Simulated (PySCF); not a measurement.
# SiH⁺: spin, charge, geometry and surroundings

Aim: change spin, charge, geometry, field or solvent of SiH⁺, one at a time, and compare with the base run.

Computed with PySCF 2.14.0. Level: each script names its method and basis.

## 1. Starting geometry

SiH⁺: 2 atoms, charge 1, spin multiplicity 1.

Bond lengths: Si1–H2 1.612 Å.

## 2. The run that the others are compared with

input.py reads:

```python
from pyscf import gto, dft
from pyscf.geomopt.geometric_solver import optimize

mol = gto.M(
    atom='Si 0 0 0; H 0 0 1.612',
    basis='x2c-svpall',
    charge=1,
    spin=0,
    verbose=4,
)
mf = dft.UKS(mol, xc='b3lyp5')
mf = mf.sfx2c1e()
mf.kernel()
g = mf.nuc_grad_method()
g.grid_response = True
mol_eq = optimize(g.as_scanner(), maxsteps=30)
print('optimised geometry (angstrom)')
print(mol_eq.tostring('raw'))
print('orbital energies (hartree):', [e[max(0, n-3):n+3].round(4) for e, n in zip(mf.mo_energy, mol.nelec)])
```

On the command line:

```bash
$ OMP_NUM_THREADS=1 python input.py
```

The log of this run is left out.

In short: at the starting geometry E(SCF) = -290.164326 Eh, 7 cycles, optimised bond 1.526 Å in 4 steps; the optimisation lowers the energy by 0.052 eV.

## 3. Triplet

Edit 1 changes spin (2S): 0 → 2.

input.py reads:

```python
from pyscf import gto, dft
from pyscf.geomopt.geometric_solver import optimize

mol = gto.M(
    atom='Si 0 0 0; H 0 0 1.612',
    basis='x2c-svpall',
    charge=1,
    spin=2,
    verbose=4,
)
mf = dft.UKS(mol, xc='b3lyp5')
mf = mf.sfx2c1e()
mf.kernel()
g = mf.nuc_grad_method()
g.grid_response = True
mol_eq = optimize(g.as_scanner(), maxsteps=30)
print('optimised geometry (angstrom)')
print(mol_eq.tostring('raw'))
print('orbital energies (hartree):', [e[max(0, n-3):n+3].round(4) for e, n in zip(mf.mo_energy, mol.nelec)])
```

On the command line:

```bash
$ OMP_NUM_THREADS=1 python input.py
```

## 4. Bond 0.1 Å

Edit 2 changes bond length: 1.612 Å → 0.1 Å.

Changes to input.py since step 2:

```diff
@@ -4,3 +4,3 @@
 mol = gto.M(
-    atom='Si 0 0 0; H 0 0 1.612',
+    atom='Si 0 0 0; H 0 0 0.1',
     basis='x2c-svpall',
```

## 5. Charge +0 (doublet)

Edit 3 changes charge: 1 → 0; spin (2S): 0 → 1.

Changes to input.py since step 2:

```diff
@@ -6,4 +6,4 @@
     basis='x2c-svpall',
-    charge=1,
-    spin=0,
+    charge=0,
+    spin=1,
     verbose=4,
```

## 6. Bond 1.66 Å

Edit 4 changes bond length: 1.612 Å → 1.66 Å.

Changes to input.py since step 2:

```diff
@@ -4,3 +4,3 @@
 mol = gto.M(
-    atom='Si 0 0 0; H 0 0 1.612',
+    atom='Si 0 0 0; H 0 0 1.66',
     basis='x2c-svpall',
```

What does the calculation give? Wanted: for each run, E(SCF); from base; gap, α spin; after the SCF.

As calculated:

| run | E(SCF) (hartree) | from base (eV) | cycles | gap, α spin (eV) | after the SCF |
| --- | --- | --- | --- | --- | --- |
| base | -290.164326 | 0 | 7 | 4.30 | bond 1.526 Å, -0.052 eV |
| triplet | -290.086477 | +2.1184 | 9 | 1.98 | bond 1.571 Å, -0.007 eV |
| bond 0.1 Å (poor choice) | -247.281509 | +1166.9009 | 7 | 1.65 | bond 1.526 Å, -1166.953 eV |
| charge +0 (doublet) | -290.455622 | -7.9266 | 8 | 1.81 | bond 1.541 Å, -0.032 eV |
| bond 1.66 Å | -290.161876 | +0.0666 | 7 | 4.22 | bond 1.526 Å, -0.119 eV |

SCF columns refer to the geometry typed in the script.

**Reading.** Of the runs whose energies can be compared, “bond 0.1 Å” moves the SCF energy most (+1166.901 eV). The triplet solution found lies 2.12 eV above the base singlet at this geometry and level. At the SCF level, adding an electron (to the doublet) releases 7.93 eV at fixed geometry. The dearest run is “bond 0.1 Å”, at 15 s against 4.5 s. With bond 0.1 Å the frontier gap moves by over 1.5 eV, which can mean another electronic state rather than the bond length alone. Rows marked «poor choice» come from settings spoiled on purpose.
